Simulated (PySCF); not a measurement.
## Bonding in tetramethylammonium

Tetramethylammonium, C4H12N (charge +1).
Atom-mapped SMILES: `[CH3:1][N+:2]([CH3:3])([CH3:4])[CH3:5]` (hydrogens: H6, H7, H8 on C1; H9, H10, H11 on C3; H12, H13, H14 on C4; H15, H16, H17 on C5)

Structure used (GFN2-xTB), in Å, numbered top down from 1:
```
atom  x, y, z in Å
C1    -0.251   -0.624   -1.313
N2    -0.001    0.000   -0.001
C3     0.065    1.464   -0.159
C4    -1.094   -0.345    0.926
C5     1.277   -0.493    0.543
H6    -1.193   -0.269   -1.727
H7    -0.301   -1.707   -1.214
H8     0.550   -0.376   -2.008
H9     0.256    1.939    0.802
H10   -0.875    1.845   -0.555
H11    0.866    1.734   -0.845
H12   -2.046    0.013    0.538
H13   -1.154   -1.424    1.055
H14   -0.921    0.112    1.899
H15    1.244   -1.574    0.666
H16    2.096   -0.245   -0.130
H17    1.474   -0.039    1.513
```

Bond orders from the PBE0/pcSseg-1 density (PySCF). Isolated species at its GFN2-xTB geometry, gas phase.

How far do the computed orders between heavy atoms stray from the drawn ones?

The largest departure is 0.129, at C1–N2 (drawn single, 0.871), N2–C3 (drawn single, 0.871), N2–C4 (drawn single, 0.871) and N2–C5 (drawn single, 0.872). Drawn single, order below 0.88: C1–N2 (0.871), N2–C3 (0.871), N2–C4 (0.871) and N2–C5 (0.872). The SMILES, with its formal charges, is one Lewis structure only.

Set the Mayer orders of the bonds between heavy atoms beside their lengths.

| bond | drawn as | length (Å) | Mayer order |
| --- | --- | --- | --- |
| C1–N2 | single | 1.474 | 0.871 |
| N2–C3 | single | 1.474 | 0.871 |
| N2–C4 | single | 1.474 | 0.871 |
| N2–C5 | single | 1.474 | 0.872 |

And the bonds to hydrogen?

C–H: 0.95 (12 bonds).

Sum the orders of all bonds at each heavy atom with more than one neighbour and set the sums beside the valence in the SMILES.

C1 3.718 (drawn 4), N2 3.485 (drawn 4), C3 3.718 (drawn 4), C4 3.718 (drawn 4), C5 3.719 (drawn 4). Orders between atoms that aren't bonded are not in these sums.

For a closed shell the Mayer order of atoms A and B is Σ (PS)μν (PS)νμ over the basis functions μ on A and ν on B, with P the density and S the overlap matrix.

The run behind these numbers computed NMR shieldings as well. Time: 14 s wall. Hardware: an Arm Neoverse V1 with one thread, no GPU, on a shared host.
